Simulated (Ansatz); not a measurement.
## C2H5NS, SMILES C=C(N)S: vertical spin-state energies, step by step

Program: the Ansatz DFT code, driven from Python.

The cells in order, each with its output:

```python
import ansatz as az

GEOMETRY = """
C     0.65080    0.89400    0.00480
C    -0.20130   -0.13850   -0.03700
N     0.02730   -1.18740   -0.89410
S    -1.49640   -0.18030    1.03800
H     1.46330    1.00570   -0.68330
H     0.43060    1.79840    0.65110
H    -0.33170   -2.04360   -0.52310
H     1.08140   -1.27950   -1.11600
H    -1.53540    1.08490    1.54250
"""
```

```python
molecule = az.Crystal.molecule()
for line in GEOMETRY.strip().splitlines():
    symbol, *xyz = line.split()
    molecule = molecule.atom(symbol, [float(v) for v in xyz])
```

```python
model = molecule.calculation()
model = model.basis(gaussian="def2-SVPD").functional("r2SCAN")
model = model.accuracy("medium")
found = {}
for unpaired in [0, 2]:
    summary = model.spin("collinear", total=unpaired).run().report
    s = unpaired / 2
    found[unpaired] = summary["free_energy_ev"]
    print(f"2S+1 = {unpaired + 1}: E = {found[unpaired]:.5f} eV, <S^2> = {abs(summary['mean_field']['state']['spin_squared']):.3f} (pure state {s * (s + 1):.2f})")
lowest = min(found, key=found.get)
for unpaired, e in found.items():
    print(f"multiplicity {unpaired + 1}: {(e - found[lowest]):.3f} eV above the lowest")
```

    2S+1 = 1: E = -14471.15512 eV, <S^2> = 0.000 (pure state 0.00)
    2S+1 = 3: E = -14467.73938 eV, <S^2> = 2.010 (pure state 2.00)
    multiplicity 1: 0.000 eV above the lowest
    multiplicity 3: 3.416 eV above the lowest

In order: multiplicity 1 (+0.00 eV) and multiplicity 3 (+3.42 eV), all at the one geometry.

Caveats:
- The settings weren't tested for convergence.
- The geometry is a force-field or estimated start, not a minimum of this method, and the basis set is short of its limit. All parts are taken at fixed geometry, without zero-point energy.
- Timing: 20 s on 1 thread of Intel(R) Xeon(R) CPU @ 2.60GHz (Ice Lake) (shared host), peak memory 0.29 GiB.
